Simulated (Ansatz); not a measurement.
The same path of CH6MgSi + H2 (11 atoms, charge 0, multiplicity 1) was run twice with different band settings. Lost on the way: Mg1–Si2, H4–H5. Made: Mg1–H5, Si2–H4.

Computed with Ansatz, RKS r2SCAN/6-31G*.

Relaxed end points:

```xyz
11
Properties=species:S:1:pos:R:3
Mg 0.067 -0.403 -0.400
Si 1.987 -0.441 1.339
C -1.464 -0.400 -1.819
H -1.032 1.902 1.228
H -1.547 1.854 0.693
H 1.518 -0.679 2.745
H 2.754 0.847 1.413
H 3.030 -1.491 1.103
H -2.453 -0.536 -1.359
H -1.507 0.546 -2.378
H -1.353 -1.199 -2.566
```

```xyz
11
Properties=species:S:1:pos:R:3
Mg -1.213 0.662 0.010
Si 1.821 -0.150 1.416
C -1.635 -0.206 -1.845
H 0.817 -0.515 0.363
H -1.067 1.501 1.519
H 1.243 -0.434 2.751
H 2.161 1.285 1.263
H 3.021 -0.995 1.174
H -2.541 0.205 -2.314
H -0.817 -0.061 -2.567
H -1.789 -1.293 -1.770
```

Common settings: spring 5.0 eV/Å²; optimiser quadratic models (default); start path through a guess of the saddle point; force threshold 0.05 eV/Å; iteration limit 60; end points relaxed.

| run | movable images | climbing image |
| --- | --- | --- |
| 1 | 9 | yes |
| 2 | 6 | no |

Task: What does each run give, and how far can it be trusted?

Result: Run 1: converged after 19 iterations, highest image 1.304 eV above the first end. A vibrational analysis at the climbing image gives 2 clearly imaginary modes (1166i, 59i cm⁻¹): a point of higher order, so a lower path passes nearby.
Run 2: converged after 42 iterations, highest image 0.249 eV above the first end. No image climbed, so the highest image needn't sit at the top of the path. A band with more images between the same ends climbed to 1.30 eV, so this one has probably stepped over the top.
The orbitals stay closed-shell, which can raise the energy where a bond breaks towards radicals; this wasn't checked here.
